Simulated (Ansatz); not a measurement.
For rock-salt SrO, LDA (plane waves, PAW; Ansatz, a first-principles code) gives:

```
Property                      Value
-------------------------  --------
elastic constant C11        209 GPa
elastic constant C44       56.0 GPa
polycrystal shear modulus  64.1 GPa
```

**Question.** What does LC-ωPBE (plane waves, PAW; Ansatz) give for the same quantities?

**Answer.** 
- elastic constant C11: 184 GPa (falls by 12 %)
- elastic constant C44: 57.2 GPa (goes up by 2.1 %)
- Voigt–Reuss–Hill shear modulus: 60.9 GPa (falls by 5.0 %)

For comparison: elastic constant C11 175 GPa (measured, temperature not stated, not corrected to a static lattice; as tabulated in Oses et al. (2018), arXiv:1811.08464); elastic constant C44 55.9 GPa (measured, temperature not stated, no zero-point or thermal correction; as tabulated in Oses et al. (2018), arXiv:1811.08464).

Changes are worked out from the printed values.

Unless a cell is named, each level is at its own relaxed cell (LDA 16.23, LC-ωPBE 17.10 Å³/atom).

Ansatz's density-functional and Hartree–Fock values are scalar-relativistic unless marked +SOC, with PAW data made under PBE.
